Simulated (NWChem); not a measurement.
Correlation energy of Na₂

```xyz
2

Na     0.0000     0.0000     1.5547
Na     0.0000     0.0000    -1.5547
```
Charge 0, spin multiplicity 1.

Program: NWChem. Structure: optimised with PBE/def2-SVP, a minimum by its harmonic frequencies.

Basis set: cc-pVTZ. Each correlation energy counts from its own Hartree-Fock reference.

The correlated methods keep 2 core orbitals frozen. The structure started from a generated list of species. No row is a measurement; the coupled-cluster row has its own basis-set and correlation limits.

```json
[
 {"method": "CCSD", "correlation energy (mHa)": "…"},
 {"method": "CR-CCSD(T)", "correlation energy (mHa)": "-54.0"},
 {"method": "CCSD(T)", "correlation energy (mHa)": "-54.1"},
 {"method": "CCSD+T(CCSD)", "correlation energy (mHa)": "-54.1"},
 {"method": "SCS-MP2", "correlation energy (mHa)": "…"},
 {"method": "CR-CCSD[T]", "correlation energy (mHa)": "-54.0"},
 {"method": "MP2", "correlation energy (mHa)": "…"}
]
```

What belongs in the gaps?


- CCSD, correlation energy (mHa): -53.1
- SCS-MP2, correlation energy (mHa): -47.2
- MP2, correlation energy (mHa): -43.7
